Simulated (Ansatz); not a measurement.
`O=CCCl` + `OCF` → `O=CCOCF` + HCl  (substitution at a C–Cl bond)

Gas-phase electronic energies from Ansatz, PBE0-D4/def2-TZVP geometries. CCSD(T)/CBS adds triple-zeta CCSD(T) − MP2 to the extrapolated MP2 energy (def2 sets, frozen cores). This one scheme is used for every species. Functionals use def2-TZVPP. B3LYP here is the variant with VWN-RPA as its local correlation; programs differ in this. One conformer a species, not always the lowest.

`O=CCCl`:

```xyz
7

O     0.686   -1.020   -1.430
C    -0.096   -0.673   -0.594
C     0.208    0.434    0.386
Cl   -1.275    1.255    0.899
H    -1.088   -1.153   -0.473
H     0.889    1.156   -0.062
H     0.676    0.001    1.274
```

`OCF`:

```xyz
6

O    -0.290   -1.023    0.199
C     0.202    0.189   -0.208
F     0.729    0.893    0.856
H    -1.088   -0.884    0.718
H    -0.565    0.833   -0.653
H     1.012   -0.008   -0.911
```

`O=CCOCF`:

Z-matrix (Å, degrees):
```
C
C 1 1.506
O 1 1.398 2 114.8
H 1 1.096 2 107.6 3 119.6
H 1 1.100 2 108.2 3 -126.2
O 2 1.197 1 125.2 3 4.7
H 2 1.113 1 113.4 3 -175.5
C 3 1.373 1 114.8 2 -75.9
F 8 1.383 3 110.3 1 -72.4
H 8 1.090 3 107.0 1 170.3
H 8 1.093 3 112.6 1 47.0
```

HCl:

```xyz
2

Cl   -0.632   -0.026    0.092
H     0.632    0.026   -0.092
```

```
             level  ΔE (kJ/mol)  difference from CCSD(T)/CBS
            PBE-D4         13.4                          1.0
           PBE0-D4         12.3                         -0.1
          B3LYP-D4          9.8                         -2.6
           ωB97X-V          8.2                         -4.2
           ωB97M-V          9.9                         -2.5
            B2PLYP         12.7                          0.3
              PBE0         14.7                          2.3
     HF/def2-TZVPP          9.8                         -2.6
    MP2/def2-TZVPP         12.9                          0.5
SCS-MP2/def2-TZVPP         12.2                         -0.2
CCSD(T)/def2-TZVPP          7.8                         -4.6
     HF/def2-QZVPP          9.8                         -2.6
SCS-MP2/def2-QZVPP         14.9                          2.5
      HF/CBS(def2)          9.8                         -2.6
     MP2/CBS(def2)         17.5                          5.1
    CCSD/CBS(def2)         12.1                         -0.3
       CCSD(T)/CBS         12.4                            0
```

Largest T1 diagnostic among the species: 0.013.

The D4 term adds −3.9 kJ/mol with B3LYP and −2.4 kJ/mol with PBE0; it sums over pairs of atoms, weighted by their polarisabilities, and B3LYP, whose exchange is more repulsive, gets the larger term.
